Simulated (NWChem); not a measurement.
# AlH3S (SMILES [AlH2][SH]): levels of theory compared

We compute a comparison of 6 runs (revPBE/def2-TZVP, BHLYP/def2-TZVP, M06-2X/def2-TZVP, PBE0/def2-TZVP, r2SCAN/def2-TZVP, wB97X/def2-TZVP) of AlH3S. 

The calculation is run with NWChem 7.3.0.

## (1) The molecule

The species is AlH3S (5 atoms), meant as a singlet with charge 0. SMILES: `[AlH2][SH]`. Geometry: relaxed at PBE0-D4/def2-TZVP.

Bond lengths: Al1–S2 2.181 Å, Al1–H3 1.579 Å, Al1–H4 1.581 Å, S2–H5 1.344 Å. Angles: Al1–S2–H5 93.7°, S2–Al1–H3 116.5°, S2–Al1–H4 118.9°, H3–Al1–H4 124.6°.

## (2) Energy and forces at revPBE/def2-TZVP (run 1)

Input file nw.nw:

```
start nw
title "AlH3S revPBE"
memory 2200 mb

geometry noautosym nocenter noautoz
   Al    -0.616100    -0.064200    -0.181700
   S      1.129100    -0.343100     1.096600
   H     -1.981700    -0.650100     0.351100
   H     -0.441100     0.696000    -1.556400
   H      1.959700     0.287800     0.249000
end

basis spherical bse
   Al library def2-TZVP
   S library def2-TZVP
   H library def2-TZVP
end

dft
   xc revpbe cpbe96
   grid fine
   convergence energy 1e-08
   maxiter 100
   mulliken
   print low
end

task dft gradient
```

Launch:

```bash
$ nwchem nw.nw > nw.out
```

What it wrote:

```text
[...]
 d= 0,ls=0.0,diis     1   -642.3103930588 -7.16D+02  6.44D-03  8.13D-01     1.3
[...]
 d= 0,ls=0.0,diis    10   -642.3438264622 -1.85D-09  2.09D-07  4.65D-10    10.1
         Total DFT energy =     -642.343826462239
      One electron energy =    -1036.101049865306
           Coulomb energy =      365.269376185253
    Exchange-Corr. energy =      -45.327057860256
 Nuclear repulsion energy =       73.814905078071
[...]
      Total Density - Mulliken Population Analysis
     ---------------------------------------------
    Atom       Charge   Shell Charges
 -----------   ------   -------------------------------------------------------
    1 Al  13    12.68   2.00  0.63  1.34  0.87  0.27  2.94  2.20  0.88  0.99  0.31  0.11  0.10  0.03
    2 S   16    16.32   2.01  0.47  1.49  1.10  0.76  4.19  1.66  0.94  2.42  1.22  0.02  0.04  0.00
    3 H    1     1.08   0.24  0.54  0.30  0.00
    4 H    1     1.08   0.24  0.54  0.30  0.00
    5 H    1     0.83   0.24  0.46  0.11  0.03
[...]
                         DFT ENERGY GRADIENTS
    atom               coordinates                        gradient
                 x          y          z           x          y          z
   1 Al     -1.164260  -0.121320  -0.343363    0.002438  -0.000535   0.002071
   2 S       2.133690  -0.648365   2.072274   -0.001861   0.003472  -0.007418
   3 H      -3.744870  -1.228511   0.663483    0.003029   0.001300  -0.001186
   4 H      -0.833558   1.315249  -2.941170   -0.000154  -0.001683   0.003142
   5 H       3.703296   0.543863   0.470542   -0.003453  -0.002554   0.003392
 Task  times  cpu:       15.3s     wall:       15.3s
 Total times  cpu:       15.4s     wall:       15.4s
```

Run time: 16 s. Hardware: 1 thread of AMD EPYC 9R14 (Zen 4), shared host; peak memory 0.13 GiB.

## (3) Energy and forces at BHLYP/def2-TZVP (run 2)

Input file run.py:

```python
from ase import Atoms
from ase.calculators.nwchem import NWChem

system = Atoms('AlSHHH', positions=[
    [-0.616100, -0.064200, -0.181700],
    [1.129100, -0.343100, 1.096600],
    [-1.981700, -0.650100, 0.351100],
    [-0.441100, 0.696000, -1.556400],
    [1.959700, 0.287800, 0.249000],
])

calc = NWChem(
    label='alh3s',
    theory='dft',
    memory='2200 mb',
    basis='def2-TZVP',
    basispar='spherical bse',
    dft={'xc': 'bhlyp', 'mult': '1', 'grid': 'fine', 'convergence': 'energy 1e-08', 'iterations': '100', 'mulliken': None},
)
system.calc = calc

forces = system.get_forces()
print("Total energy (eV):", round(system.get_potential_energy(), 6))
print("forces (eV/A):")
for s, f in zip(system.symbols, forces):
    print(f"{s:2s} {f[0]:10.5f} {f[1]:10.5f} {f[2]:10.5f}")
print("dipole (e A):", system.get_dipole_moment().round(4))
```

Launch:

```bash
$ export ASE_NWCHEM_COMMAND="nwchem PREFIX.nwi > PREFIX.nwo"
$ python run.py
```

What it wrote:

```text
Total energy (eV): -17482.488521
forces (eV/A):
Al   -0.11837   -0.00231   -0.04674
S     0.10907    0.15776   -0.25403
H     0.17648    0.08670   -0.08963
H    -0.03661   -0.10799    0.19042
H    -0.13056   -0.13416    0.19998
dipole (e A): [-0.0206  0.0969 -0.1934]
```

The calculator wrote alh3s.nwi:

```
title "alh3s"

permanent_dir alh3s

scratch_dir alh3s

start alh3s

geometry units angstrom nocenter noautosym noautoz
  Al -6.1609999999999998e-01 -6.4199999999999993e-02 -1.8170000000000000e-01
  S  1.1291000000000000e+00 -3.4310000000000002e-01 1.0966000000000000e+00
  H  -1.9817000000000000e+00 -6.5010000000000001e-01 3.5110000000000002e-01
  H  -4.4109999999999999e-01 6.9599999999999995e-01 -1.5564000000000000e+00
  H  1.9597000000000000e+00 2.8780000000000000e-01 2.4900000000000000e-01
end

memory 2200 mb

basis spherical bse noprint
   * library def2-TZVP
end

dft
  xc bhlyp
  mult 1
  grid fine
  convergence energy 1e-08
  iterations 100
  mulliken
end

task dft gradient
```

alh3s.nwo, cut to the lines that bear on the results:

```text
[...]
         Total DFT energy =     -642.469608323589
[...]
  wavefunction    = closed shell
                         DFT ENERGY GRADIENTS
    atom               coordinates                        gradient
                 x          y          z           x          y          z
   1 Al     -1.164260  -0.121320  -0.343363    0.002302   0.000045   0.000909
   2 S       2.133690  -0.648365   2.072274   -0.002121  -0.003068   0.004940
   3 H      -3.744870  -1.228511   0.663483   -0.003432  -0.001686   0.001743
   4 H      -0.833558   1.315249  -2.941170    0.000712   0.002100  -0.003703
   5 H       3.703296   0.543863   0.470542    0.002539   0.002609  -0.003889
[...]
```

Run time: 15 s. Hardware: 1 thread of AMD EPYC 9R14 (Zen 4), shared host; peak memory 0.13 GiB.

## (4) Energy and gradient at M06-2X/def2-TZVP (run 3)

Input file struct.xyz:

```xyz
5
AlH3S
Al    -0.616100    -0.064200    -0.181700
S      1.129100    -0.343100     1.096600
H     -1.981700    -0.650100     0.351100
H     -0.441100     0.696000    -1.556400
H      1.959700     0.287800     0.249000
```

Input file struct.nw:

```
start struct
title "AlH3S"
memory stack 880 mb heap 220 mb global 1100 mb

geometry units angstroms noautosym nocenter noautoz
 load struct.xyz
end

basis spherical bse
 * library def2-TZVP
end

dft
 xc m06-2x
 grid fine
 convergence energy 1e-08
 maxiter 100
 mulliken
 print medium
end

task dft gradient
```

Launch:

```bash
$ nwchem struct.nw > struct.out
```

What it wrote:

```text
[...]
          Wavefunction type:  closed shell.
          No. of atoms     :     5
          No. of electrons :    32
[...]
          Charge           :     0
          Spin multiplicity:     1
[...]
          AO basis - number of functions:    92
[...]
              XC Information
              --------------
                       M06-2X Method XC Functional
                     Hartree-Fock (Exact) Exchange  0.540
                        M06-2X Exchange Functional  1.000
                      M06-2X Correlation Potential  1.000
[...]
 d= 0,ls=0.0,diis     1   -642.3951008069 -7.16D+02  4.62D-03  6.11D-01     1.5
[...]
 d= 0,ls=0.0,diis     8   -642.4241656633 -3.80D-09  7.33D-07  1.00D-08     9.6
         Total DFT energy =     -642.424165663301
      One electron energy =    -1036.218563290394
           Coulomb energy =      365.414480554616
    Exchange-Corr. energy =      -45.434988005594
 Nuclear repulsion energy =       73.814905078071
[...]
      Total Density - Mulliken Population Analysis
     ---------------------------------------------
    Atom       Charge   Shell Charges
 -----------   ------   -------------------------------------------------------
    1 Al  13    12.65   2.00  0.63  1.34  0.86  0.24  2.95  2.20  0.89  0.99  0.28  0.12  0.12  0.03
    2 S   16    16.33   2.01  0.47  1.49  1.08  0.75  4.20  1.66  0.96  2.35  1.28  0.02  0.04  0.00
    3 H    1     1.10   0.24  0.53  0.33  0.00
    4 H    1     1.09   0.24  0.53  0.33  0.00
    5 H    1     0.83   0.24  0.46  0.11  0.02
[...]
  wavefunction    = closed shell
                         DFT ENERGY GRADIENTS
    atom               coordinates                        gradient
                 x          y          z           x          y          z
   1 Al     -1.164260  -0.121320  -0.343363    0.001761  -0.000132   0.001014
   2 S       2.133690  -0.648365   2.072274   -0.000523  -0.001236   0.002132
   3 H      -3.744870  -1.228511   0.663483   -0.002816  -0.001253   0.001180
   4 H      -0.833558   1.315249  -2.941170    0.000312   0.001596  -0.002912
   5 H       3.703296   0.543863   0.470542    0.001265   0.001025  -0.001413
[...]
```

Wall time 17 s (1 thread of AMD EPYC 9R14 (Zen 4), shared host); peak memory 0.13 GiB.

Runs 4 to 5 aren't shown in full; the table further down has their settings and results.

## (5) Energy and forces at wB97X/def2-TZVP (run 6)

Input file alh3s.xyz:

```xyz
5
AlH3S
Al    -0.616100    -0.064200    -0.181700
S      1.129100    -0.343100     1.096600
H     -1.981700    -0.650100     0.351100
H     -0.441100     0.696000    -1.556400
H      1.959700     0.287800     0.249000
```

Input file alh3s.nw:

```
start alh3s
title "AlH3S"
memory stack 880 mb heap 220 mb global 1100 mb

geometry units angstroms noautosym nocenter noautoz
 load format xyz alh3s.xyz
end

basis spherical bse
 Al library def2-TZVP
 S library def2-TZVP
 H library def2-TZVP
end

dft
 xc wb97x
 grid fine
 convergence energy 1e-08
 iterations 100
 mulliken
end

task dft gradient
```

Launch:

```bash
$ nwchem alh3s.nw > alh3s.out
```

What it wrote:

```text
[...]
          Wavefunction type:  closed shell.
          No. of atoms     :     5
          No. of electrons :    32
[...]
          Charge           :     0
          Spin multiplicity:     1
[...]
          AO basis - number of functions:    92
[...]
              XC Information
              --------------
                       wb97x  Method XC Functional
                     Hartree-Fock (Exact) Exchange  1.000
                         wb97x Exchange Functional  1.000
                      wb97x Correlation Functional  1.000
[...]
 d= 0,ls=0.0,diis     1   -642.4303950690 -7.16D+02  3.73D-03  6.04D-01     3.9
[...]
 d= 0,ls=0.0,diis     8   -642.4618464584 -6.54D-09  7.30D-07  3.68D-09    29.8
         Total DFT energy =     -642.461846458366
      One electron energy =    -1036.128073940224
           Coulomb energy =      365.312065457298
    Exchange-Corr. energy =      -45.460743053511
 Nuclear repulsion energy =       73.814905078071
[...]
      Total Density - Mulliken Population Analysis
     ---------------------------------------------
    Atom       Charge   Shell Charges
 -----------   ------   -------------------------------------------------------
    1 Al  13    12.60   2.00  0.64  1.34  0.82  0.25  2.94  2.21  0.88  0.98  0.27  0.12  0.12  0.03
    2 S   16    16.33   2.01  0.47  1.49  1.07  0.75  4.19  1.66  0.95  2.41  1.26  0.02  0.04  0.00
    3 H    1     1.12   0.24  0.52  0.36  0.01
    4 H    1     1.12   0.24  0.52  0.35  0.00
    5 H    1     0.83   0.24  0.46  0.11  0.03
[...]
  wavefunction    = closed shell
[...]
                         DFT ENERGY GRADIENTS
    atom               coordinates                        gradient
                 x          y          z           x          y          z
   1 Al     -1.164260  -0.121320  -0.343363   -0.000085   0.000325  -0.000647
   2 S       2.133690  -0.648365   2.072274    0.000027  -0.001734   0.003315
   3 H      -3.744870  -1.228511   0.663483   -0.001443  -0.000783   0.000873
   4 H      -0.833558   1.315249  -2.941170    0.000263   0.000925  -0.001654
   5 H       3.703296   0.543863   0.470542    0.001237   0.001268  -0.001888
[...]
```

It took 53 s on 1 thread of AMD EPYC 9R14 (Zen 4), shared host; peak memory 0.12 GiB.

## (6) All runs side by side

```csv
run,level,energy (Eh),largest force (eV/Å),wall time
1,revPBE/def2-TZVP,-642.343826,0.432,16 s
2,BHLYP/def2-TZVP,-642.469608,0.318,15 s
3,M06-2X/def2-TZVP,-642.424166,0.172,17 s
4,PBE0/def2-TZVP,-642.211608,0.007,14 s
5,r2SCAN/def2-TZVP,-642.412266,0.038,18 s
6,wB97X/def2-TZVP,-642.461846,0.192,53 s
```

## (7) Outcome

| quantity | value |
| --- | --- |
| run 6: total energy | -642.46185 Eh |
| run 6: dipole moment | 1.07 D |
| run 6: HOMO energy | -10.22 eV |
| run 6: LUMO energy | 0.47 eV |
| run 6: HOMO–LUMO gap | 10.69 eV |
| run 6: largest force on an atom | 0.192 eV/Å |

What this shows: Over runs 2, 3, 4, 5, 6 the dipole moment (its size) runs from 0.96 D (r2SCAN/def2-TZVP) to 1.07 D (wB97X/def2-TZVP). Over runs 2, 3, 5, 6 the HOMO–LUMO gap runs from 5.15 eV (r2SCAN/def2-TZVP) to 10.69 eV (wB97X/def2-TZVP). Totals of different functionals can't be ranked against each other. All runs together took 2.2 min, the longest 53 s.
